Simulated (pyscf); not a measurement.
Optimised with ωB97X-D3(BJ)/def2-SVP in PySCF.

Problem. Estimate the classical barrier height and the reaction energy of `[O]=[NbH]([F])[F]` + `[FH]` → `[O]=[Nb]([F])([F])[F]` + `[H][H]` at ωB97X-D3(BJ)/def2-TZVP. The step runs on the singlet surface, breaks H–Nb, F–H and forms F–Nb, H–H; take the separated reactants as zero.

Solution. ΔE‡ = -4.1 kcal/mol, ΔE = -40.0 kcal/mol. ωB97M-D3(BJ)/def2-TZVP gives -2.6 kcal/mol and -38.3 kcal/mol. Zero-point energy shifts the barrier by +0.5 kcal/mol. It is a four-centre exchange, with an imaginary mode of 563i cm⁻¹. On the reactant side the descent ends in an adduct with a F–Nb contact, 7.4 kcal/mol under the separated species and 3.3 kcal/mol under the saddle at ωB97X-D3(BJ)/def2-TZVP. At ωB97X-D3(BJ) the saddle lies under the separated reactants, which points to a path from their complex (located at ωB97X-D3(BJ) alone). What is counted as formed (F–Nb) is already present as a longer contact in the reactant adduct; forming that adduct is a step of its own. At the saddle there is also a short H–Nb contact that neither side keeps. This is the saddle that the search found; another between the same sides may lie lower. Elements past Kr carry the def2 core potentials, without spin-orbit coupling.
